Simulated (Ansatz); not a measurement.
# C₂H₄N+: functionals against CCSD(T) at one geometry

One table from this session's results is given with a row withheld; the runs are named, their logs left out.

The runs use Ansatz 0.2.0, Gaussian basis; single points in def2-TZVPP.

Correlated methods freeze the cores.

1 further run of the same task is left out (it didn't finish).

## Where the work starts

SMILES `C=N[CH2+]`, 7 atoms, charge 1, spin multiplicity 1.

Atoms are counted from 1 here; the program's logs count them from 0.

Bond lengths: C1–N2 1.246 Å, C1–H4 1.075 Å, C1–H5 1.086 Å, N2–C3 1.250 Å, C3–H6 1.078 Å, C3–H7 1.113 Å. Angles: N2–C1–H4 119.5°, N2–C1–H5 121.6°, H4–C1–H5 118.9°, C1–N2–C3 174.7°, N2–C3–H6 120.6°, N2–C3–H7 124.0°, H6–C3–H7 115.4°.

Coordinates:

```xyz
7
charge 1, multiplicity 1
C    -0.9861   -0.1660   -0.7436
N    -0.0051   -0.0418    0.0145
C     0.9787    0.1957    0.7481
H    -1.9701    0.0654   -0.3781
H    -0.8705   -0.4789   -1.7767
H     1.4336    1.1732    0.7556
H     1.4378   -0.5502    1.4356
```

The first run:

run/in.yaml reads:

```yaml
crystal:
  periodic: [false, false, false]
  atoms:
    - {symbol: C, position_ang: [-0.986119, -0.166035, -0.743594]}
    - {symbol: N, position_ang: [-0.005090, -0.041845, 0.014507]}
    - {symbol: C, position_ang: [0.978736, 0.195721, 0.748142]}
    - {symbol: H, position_ang: [-1.970101, 0.065399, -0.378138]}
    - {symbol: H, position_ang: [-0.870533, -0.478872, -1.776732]}
    - {symbol: H, position_ang: [1.433617, 1.173232, 0.755553]}
    - {symbol: H, position_ang: [1.437760, -0.550209, 1.435552]}
basis:
  gaussian: {orbitals: def2-TZVPP}
total_charge: 1
hamiltonian: {xc: pbe, dispersion: d4}
output: {forces: true}
```

Run with:

```console
ansatz run in.yaml --threads 2 --pin off --events-out ev --progress --plain --max-ram 3481MiB
```

Steps of the session up to this table: PBE-D4/def2-TZVPP; r2SCAN-D4/def2-TZVPP; PBE0-D4/def2-TZVPP; wB97M-V/def2-TZVPP; CCSD(T)/def2-TZVPP.

One of the session's tables, all rows but one given; the rest of the session is left out.

| method | RMS force component (eV/Å) | angle to CCSD(T) forces (°) |
| --- | --- | --- |
| PBE-D4 | ? | ? |
| r2SCAN-D4 | 0.362 | 45.3 |
| PBE0-D4 | 0.376 | 53.4 |
| wB97M-V | 0.357 | 34.0 |
| CCSD(T) | 0.447 | reference |

Estimate the missing values for PBE-D4.

As computed: RMS force component (eV/Å): 0.384; angle to CCSD(T) forces (°): 39.3. In the column «RMS force component (eV/Å)» it lies between PBE0-D4 (0.376) and CCSD(T) (0.447).
